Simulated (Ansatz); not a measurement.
# fcc Cu

The numbers are results of PBEsol (PAW; Ansatz, a first-principles code), not measurements.

Settings: plane-wave cutoff 500 eV, 16×10×1 k mesh (along the axes of the cell as run), Fermi–Dirac smearing 0.1 eV, scalar-relativistic PAW data made under PBE.

Cell: relaxed at this level.

| Item | Result |
|---|---|
| surface energy of the (310) face | 2.01 J/m² |
| work function of the (310) face | 4.46 eV |

The slab of 20 atoms is relaxed and unreconstructed.

Static lattice: no zero-point or thermal effects.
